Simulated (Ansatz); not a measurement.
Working through a ladder of basis sets of H2NO, SMILES N[O]

Computed with the Python package of Ansatz (0.2.0).

Notebook, run cell by cell (the value of a cell's last expression is shown):

**Cell 1**
```python
import ansatz as az
```

**Cell 2**
```python
GEOMETRY = """
N    -0.09150    0.00660    0.31890
O     1.19130   -0.01710   -0.11130
H    -0.56060   -0.83250   -0.08950
H    -0.53920    0.84300   -0.11800
"""
```

**Cell 3**
```python
h2no = az.Crystal.molecule()
for line in GEOMETRY.strip().splitlines():
    symbol, *xyz = line.split()
    h2no = h2no.atom(symbol, [float(v) for v in xyz])
```

**Cell 4**
```python
setup = h2no.calculation().functional("hf").spin("collinear", total=1)

energies = {}
for basis in ["cc-pVDZ", "cc-pVTZ"]:
    rep = setup.basis(gaussian=basis).run(threads=1).report
    size = rep["n_frozen"] + rep["n_occupied"][0] + rep["n_virtual"][0]
    energies[basis] = (rep["reference_energy_ev"] / 27.211386246, rep["free_energy_ev"] / 27.211386246)
    print(f"{basis:14s} {size:4d} orbitals  reference {energies[basis][0]:14.6f} Ha  total {energies[basis][1]:14.6f} Ha")
```
Output:
```text
cc-pVDZ          38 orbitals  reference    -130.396971 Ha  total    -130.396971 Ha
cc-pVTZ          88 orbitals  reference    -130.437664 Ha  total    -130.437664 Ha
```

**Cell 5**
```python
last = energies["cc-pVTZ"][1]
for basis, (_, total) in energies.items():
    print(f"{basis:14s} lies {27.211386 * (total - last):9.4f} eV above cc-pVTZ")
```
Output:
```text
cc-pVDZ        lies    1.1073 eV above cc-pVTZ
cc-pVTZ        lies    0.0000 eV above cc-pVTZ
```

Against cc-pVDZ: cc-pVTZ -40.7 mHa. The last step alone is -40.69 mHa.

These settings explore the input space; basis and method may be short of convergence. The geometry is a force-field or estimated start, not a minimum of this method, and the last set is no limit. Much of the fall in a total is atomic energy, which cancels in bond and reaction energies. The species is open-shell (spin multiplicity 2). Timing: 1.8 s on 1 thread of Arm Neoverse V1, with other jobs on the host, peak memory 0.19 GiB.
